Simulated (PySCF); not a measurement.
## How the method moves the HOMO and LUMO of `C=C(CF)OC`

Compound: C₄H₇FO.
Numbering: `[CH2:1]=[C:2]([CH2:3][F:4])[O:5][CH3:6]` (hydrogens: H7, H8 on C1; H9, H10 on C3; H11, H12, H13 on C6)

Geometry (PBE0-D3(BJ)/def2-SVP, Å), atoms numbered from 1 in this order:
```xyz
13
C4H7FO angstrom
C      0.3410    1.3591    0.0173
C      0.3999    0.0279   -0.0938
C      1.6677   -0.7303   -0.3598
F      2.7371    0.1034   -0.4960
O     -0.6169   -0.8495    0.0116
C     -1.8891   -0.3406    0.3035
H      1.2608    1.9316   -0.0942
H     -0.5866    1.8967    0.2111
H      1.8507   -1.4317    0.4737
H      1.5459   -1.3296   -1.2798
H     -2.5679   -1.1993    0.3805
H     -2.2466    0.3338   -0.4945
H     -1.8909    0.2127    1.2590
```

Basis pcSseg-1 throughout (PySCF), one geometry. One conformer (not necessarily the lowest) at the PBE0-D3(BJ)/def2-SVP geometry, without solvent, vibrations or thermal averaging.

Question: How do the orbital energies, the gap and the dipole change with the method?

Answer: 
```tsv
method	kind	HOMO (eV)	LUMO (eV)	gap (eV)	μ (D)	SCF cycles
BLYP	GGA	-5.40	-0.03	5.37	2.21	15
OPBE	GGA	-5.49	-0.05	5.45	2.17	15
B97-D	GGA	-5.51	-0.08	5.44	2.24	15
PBE	GGA	-5.54	-0.15	5.39	2.21	15
KT3	GGA	-5.58	-0.11	5.47	2.16	16
KT2	GGA	-5.59	-0.12	5.48	2.20	16
BP86	GGA	-5.65	-0.24	5.41	2.24	15
LDA	LDA	-5.73	-0.36	5.37	2.30	14
B97-2	global hybrid	-6.51	0.79	7.30	2.28	14
B3LYP	global hybrid	-6.54	0.61	7.15	2.28	13
PBE0	global hybrid	-6.77	0.85	7.62	2.29	14
mPW1PW91	global hybrid	-6.80	0.83	7.62	2.30	14
BHandHLYP	global hybrid	-7.84	1.97	9.80	2.36	12
CAM-B3LYP	range-separated hybrid	-8.10	2.01	10.10	2.31	13
wB97X-D	range-separated hybrid	-8.63	2.66	11.30	2.32	13
HF	Hartree–Fock	-9.42	4.35	13.77	2.44	11
LC-wPBE	range-separated hybrid	-9.45	3.17	12.62	2.32	13
```

The HOMO spans 4.05 eV, from BLYP down to LC-wPBE, and the gap runs from 5.37 eV (BLYP) to 13.77 eV (HF). Over the methods BLYP (0 %), OPBE (0 %), B97-D (0 %), PBE (0 %), KT3 (0 %), KT2 (0 %), BP86 (0 %), LDA (0 %), B97-2 (21 %), B3LYP (20 %), PBE0 (25 %), mPW1PW91 (25 %), BHandHLYP (50 %), HF (100 %), a straight line through the gap against the share of exact exchange rises by 0.84 eV for each 10 % (correlation coefficient 1.000). The dipole ranges from 2.16 D (KT3) to 2.44 D (HF). This basis has no diffuse functions.
